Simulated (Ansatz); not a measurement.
# BF (singlet): the correlation ladder at distance B1–F2 = 1.019 Å, 6-31G

The task here is to estimate one member of a computed series from the others.

The runs use Ansatz 0.2.0, Gaussian basis; 6-31G, core rule «outside noble gas», up to 2 orbitals frozen.

The runs, in order: UHF; CCSD(T) on RHF; BCCD(T) on RHF; CISD; CCSDT(Q) on RHF; CISDTQ; CCSDTQ on RHF; CASSCF and MRCISD+Q, 2 electrons in 2 orbitals; CASSCF and NEVPT2, 2 electrons in 2 orbitals; Full CI.

32 further runs of the same task are left out: 12 for a known fault of the program, 18 that didn't finish, 2 set aside as unsound or not needed. Runs told in other sessions of the task aren't counted.

### What is computed

The geometry derives from a PBE0/def2-TZVP stationary point (not a proven minimum). One bond is set to the value named and the two fragments are kept rigid.

2 atoms, charge 0, spin multiplicity 1.

Atoms are counted from 1 here; the program's logs count them from 0.

Bond lengths: B1–F2 1.019 Å.

The first run:

Input file in.yaml:

```yaml
crystal:
  periodic: [false, false, false]
  atoms:
    - {symbol: B, position_ang: [0.000000, 0.000000, 0.000000]}
    - {symbol: F, position_ang: [0.000000, 0.000000, 1.019000]}
basis:
  gaussian: {orbitals: 6-31G}
magnetization: {spin_polarized: true, initial_magnetization: 0}
hamiltonian: {xc: hf}
output: {orbitals: {seedname: orbitals}}
```

On the command line:

```sh
$ ansatz run in.yaml --threads 1 --pin off --events-out ev --progress --plain --max-ram 2393MiB
```

Steps of the session up to this table: UHF; CCSD(T) on RHF; BCCD(T) on RHF; CISD; CCSDT(Q) on RHF; CISDTQ; CCSDTQ on RHF; CASSCF and MRCISD+Q, 2 electrons in 2 orbitals; CASSCF and NEVPT2, 2 electrons in 2 orbitals; Full CI.

One table of the session follows, with a row left open; its other results are not shown here.

It belongs to the step «Misses and costs». 

| method | from FCI (meV) |
| --- | --- |
| RHF | ? |
| RMP2 | +372.1 |
| CISD | +333.5 |
| RCCSD | +105.3 |
| RCCSD(T) | +13.8 |
| BCCD(T) | +9.7 |
| RCCSDT | +9.0 |
| CISDTQ | +12.9 |
| RCCSDT(Q) | -0.3 |
| RCCSDTQ | 0.0 |
| CASSCF pair | +4253.7 |
| MRCISD pair | +294.0 |
| MRCISD+Q pair | +57.9 |
| FCI | 0 |

Estimate the missing values for RHF.

The run gave: from FCI (meV): +4624.8. In the column «from FCI (meV)» it is the highest.

Not comparable, so not listed: CASSCF and NEVPT2, 2 electrons in 2 orbitals (they don't share determinant, frozen orbitals or solution with the rows shown, or repeat one).

To keep in mind: Warnings in the runs' records: passed over end.
